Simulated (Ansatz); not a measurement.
Reaction (substitution at a C–C bond): `C#CCCl` + `OCS` → `C#CSCO` + `CCl`

Calculated with Ansatz (gas phase, PBE0-D4/def2-TZVP geometries, no zero-point term in ΔE). CBS: MP2 limit from def2 TZ/QZ plus the TZ coupled-cluster correction, frozen cores. This one scheme is used for every species. Functionals use def2-TZVPP. One conformer a species, not always the lowest.

```tsv
level	ΔE (kcal/mol)
r2SCAN-D4	-4.9
CAM-B3LYP-D4	-2.6
ωB97X-V	-2.6
B2PLYP	-3.4
CCSD/def2-TZVPP	-1.5
CCSD(T)/def2-TZVPP	-2.4
MP2/CBS(def2)	-3.5
CCSD/CBS(def2)	-1.7
```

**Question.** What does CCSD(T)/CBS give? (Best estimate.)

**Answer.** Ansatz gave: -2.5 kcal/mol. The listed levels differ from it by -2.4, -0.1, -0.1, -0.9, 1.0, 0.1, -1.0, 0.8 kcal/mol.

**Question.** What do rigid-rotor, harmonic-oscillator terms from PBE0-D4/def2-TZVP frequencies (298.15 K, 1 bar) make of the CCSD(T)/CBS value? (An estimate is asked.)

**Answer.** Computed: ΔZPE = +1.0 kcal/mol, ΔH = -1.4 kcal/mol, ΔS = -11 J/(mol·K), ΔG = -0.6 kcal/mol.

Largest T1 diagnostic among the species: 0.013.

Leaving LDA and LC-ωPBE aside and taking each functional with its dispersion term where it has one, the values, not all of them listed here, spread over 2.7 kcal/mol, from revPBE-D4 to ωB97M-V. LDA lies +0.7 kcal/mol from PBE without D4. At CCSD(T), def2-SVP lies +1.6 kcal/mol from the extrapolated value and def2-TZVPP +0.2 kcal/mol.
